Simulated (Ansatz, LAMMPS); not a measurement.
## High-frequency dielectric constant of rutile SnO₂: levels of theory against measurement

Reference value: 4.06 (measured, temperature not stated, not corrected to a static lattice, mean; as tabulated in He and Franchini (2017), arXiv:1706.08159).

Problem. Put these levels in order of the high-frequency dielectric constant that they give for rutile SnO₂, smallest first: ionic model grimes2000 (shell model, LAMMPS), ionic model lewis1985b (shell model, LAMMPS), r²SCAN (Ansatz, a quantum-chemistry and plane-wave program).

Solution. ionic model lewis1985b (2.26), r²SCAN (4.12), ionic model grimes2000 (4.43)

Unless a cell is named, each level is at its own relaxed cell (ionic model grimes2000 11.63, ionic model lewis1985b 12.30, r²SCAN 12.09 Å³/atom).

Differences against the reference: ionic model grimes2000 +9.1 %, ionic model lewis1985b -44 %, r²SCAN +1.5 %.

The measured value isn't corrected to a static lattice, so vibrations enter the comparison. For crystals that are not cubic the mean over three axes is given.  A ± on a computed value is a rough bar: the spread of its extrapolation, a floor set from checks against published values, or a statistical error. Each level is taken at its own relaxed cell. Ansatz's density-functional and Hartree–Fock values are scalar-relativistic unless marked +SOC, with PAW data made under PBE.

Empirical potentials (ionic model grimes2000, ionic model lewis1985b) are fitted to chosen data, which need not cover the solid at hand: agreement can be built in, and what lay outside the fit can be far off.

Differences are worked out from the printed values.
